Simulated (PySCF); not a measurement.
Species: C₃H₂N (doublet state).
Geometry (PBE0-D3(BJ)/def2-SVP, Å), atoms numbered from 1 in this order:
```xyz
6
C3H2N angstrom
C     -1.099    0.081    0.102
C      0.203   -0.013    0.125
C      1.537   -0.111    0.149
N      2.715   -0.198    0.170
H     -1.605    1.001   -0.222
H     -1.744   -0.756    0.406
```

The species is `C=[C]C#N` [radical].

Computed, not measured: PySCF, UKS B3LYP, IGLO-III on C N, pcH-1 on H, non-relativistic, mean-field spin-orbit, GIAO. Geometry: PBE0-D3(BJ)/def2-SVP; no solvent, vibrations or thermal averaging. The SCF solution wasn't tested for stability. ⟨S²⟩ is 0.777 where a pure state has 0.75.

Task: What is the g tensor, term by term?

Result: 
```csv
Δg (ppm),1,2,3
relativistic mass correction,-175,-175,-175
gauge correction,43,3,33
orbital Zeeman/spin–orbit,-1357,146,1576
total,-1490,-27,1434
```

So g = 2.00083, 2.00229, 2.00375 and g_iso = 2.00229; the tensor is rhombic: the two nearest values differ by 50 % of g3 − g1. Axes: g1 points within 1° of the C2–C3 bond and g3 is normal to the molecular plane.

Task: What effective moment and Curie constant follow for a powder?

Result: With the mean of g² = 4.0092 and S(S+1) = 0.75: μ_eff = √(⟨g²⟩S(S+1)) = 1.734 μB and χT = 0.12505·⟨g²⟩·S(S+1) = 0.376 cm³ K/mol (cgs; spin-Hamiltonian part alone).

Task: At 9.512 GHz, how far is the centre of the isotropic spectrum from where a free electron (g = 2.002319) resonates?

Result: B = hν/(g μB) with μB/h = 13.99624 MHz/mT gives 339.41 mT for the free electron and 339.42 mT at g_iso, the same within 0.01 mT.

Task: Average each term over the three axes. Which is largest in size?

Result: The mass correction -175, the orbital-Zeeman/spin–orbit term 121 and the gauge correction 26 ppm, for a total of -28 ppm. The mass correction is the largest in size. The mass correction is the same along every axis, so the anisotropy comes from the other two: their spans along these axes are 40 (gauge) and 2933 ppm (orbital Zeeman/spin–orbit).

Task: In a frozen sample, at which fields do the three g values resonate at 9.5, 34, 94 and 263 GHz (hyperfine left aside), and which band first spreads them over more than twice a line width of 0.3 mT?

Result: 
| band | GHz | B(g3) mT | B(g2) mT | B(g1) mT | spread mT |
| --- | --- | --- | --- | --- | --- |
| X | 9.5 | 338.74 | 338.99 | 339.24 | 0.49 |
| Q | 34.0 | 1212.34 | 1213.22 | 1214.11 | 1.77 |
| W | 94.0 | 3351.75 | 3354.20 | 3356.65 | 4.90 |
| J | 263.0 | 9377.78 | 9384.62 | 9391.48 | 13.70 |

The spread grows in proportion to the frequency. Q band is the first where it exceeds 0.6 mT.

The Mulliken spin populations are largest on C2 (+0.79), N4 (+0.49), C3 (-0.24) and C1 (-0.17).

The HOMO–LUMO gaps are 4.47 eV among the α and 4.78 eV among the β orbitals.
